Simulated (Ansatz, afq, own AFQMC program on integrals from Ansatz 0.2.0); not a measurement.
SiH3⁺, triplet: AFQMC among the cluster methods

```xyz
4

Si    0.0000    0.0592   -0.0689
H     0.0000   -1.0723   -0.7205
H     0.3844   -0.2885    1.3198
H    -0.3844   -0.2885    1.3198
```

Basis cc-pVDZ. Noble-gas cores (and the filled d shells of Ga–Kr and In–Xe) are frozen. Ansatz 0.2.0 and our own AFQMC program on the same integrals; the CISD trial comes from CCSD amplitudes, and released means the phaseless constraint is let go. ± is one standard error of the sampling.

Determinant: UHF, the one that the program's search chose, which needn't be the lowest solution. The geometry is a point of a scan.

Full CI on the same integrals is exact in this basis and with this determinant's frozen core.

Cautions: lower spins were not checked; the released energies have errors that jump between times, so the bars are unsure, so no released level is given (meV from the phaseless value at times in 1/Eh: -13 ± 12 at 0.24, -2.4 ± 0.5 at 0.51, -3.4 ± 0.5 at 0.99, -5.2 ± 0.6 at 1.62, -5.4 ± 0.5 at 2.40), though the last usable value meets full CI within the noise.

```
T1 diagnostic                               : 0.0132
weight of the determinant in the CISD state : 0.946
⟨S²⟩ of the determinant                     : 2.004
size of the correlated space                : 6 electrons in 28 orbitals
```

| level | correlation energy (eV) |
| --- | --- |
| MP2 | -2.0336 |
| CCSD | -2.6195 |
| CCSD(T) | -2.6648 |

Estimate where full CI lies against CCSD(T) on the same integrals.

1.4 kJ/mol below CCSD(T).

Reference: full CI, correlation energy -2.679 eV.

```tsv
level	E − E(reference) (kJ/mol)	share of correlation (%)
CCSD(T)	1.4	99.46
CCSDT	0.1	99.97
CCSDT(Q)	0.0	100.00
CCSDTQ	0.0	100.00
ph-AFQMC/CISD	0.5 ± 0.07	99.82
```

CCSDT and higher add their correlation energy to the determinant of the CCSD(T) run, since their own runs factorise the integrals more tightly (a shift of under 2 meV). A walk keeps the symmetry of its determinant, which the program's search chose and which needn't be the lowest solution, so a lower state of the same spin and another symmetry isn't excluded.
